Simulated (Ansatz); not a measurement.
# Isomers

Structures of AlSiH$_{5}$O, singlet, relaxed at PBE0-D4/def2-TZVP (vibrations not checked; lower isomers may exist, and structures with a doubtful reference or unclear bonds are left out). Program: Ansatz 0.2.0. Basis: def2-TZVPP. Cores are frozen in the correlated methods. B3LYP uses VWN-RPA correlation.

Question: Rank them by CCSD(T) energy, lowest first, and give each one's height above the lowest. Links in brackets join atoms within 1.22 times the sum of their covalent radii (1.1 for two metals). (To be estimated.)
A.
AlSiH₅O ([AlH2][O][SiH3])
```
8
angstrom
Al -0.9976 1.0712 -1.1536
O -0.0933 0.0882 -0.1321
Si 0.7850 -0.8361 0.8723
H -2.4357 0.5748 -1.5764
H -0.3556 2.4322 -1.6325
H 1.6296 -1.7752 0.0872
H -0.1084 -1.6242 1.7628
H 1.6682 0.0123 1.7165
```
B.
a complex of AlHO ([OH][Al]) + SiH₄
```
8
angstrom
O -1.2026 0.4658 -1.0456
Al -0.8609 2.1179 -1.0276
Si 0.9393 -0.8259 1.0471
H -1.6717 -0.3200 -1.3076
H 1.0956 0.6517 1.0696
H 1.9071 -1.4198 2.0088
H 1.2314 -1.3452 -0.3110
H -0.4363 -1.1967 1.4593
```
C.
AlSiH₅O ([OH][AlH][SiH3])
```
8
angstrom
O -1.9342 0.4706 -0.9046
Al -0.3326 0.8483 -0.4834
Si 0.9100 -0.8888 0.7110
H -2.5070 1.0771 -1.3723
H 0.2504 2.2734 -0.8807
H 1.3786 -0.3825 2.0339
H 2.1298 -1.2805 -0.0538
H 0.1051 -2.1176 0.9499
```

Answer: By the calculation: A (0.000 eV), C (1.045 eV), B (1.571 eV). Heights count from the lowest.

Question: Do PBE-D4, r2SCAN-D4, PBE0-D4, B3LYP-D4, wB97M-V, HF, MP2 give the same order? (A judgement: the text doesn't fix the answer.)

Answer: By the calculation: All do.

T1 diagnostic: at most 0.014.

For scale, one of the runs: CCSD(T)/def2-TZVPP, 185 basis functions (an equivalent command: `ansatz run in.yaml --threads 2`). The run took 37 s on 2 CPU threads (shared host), with 1.7 GiB of host memory at its peak.
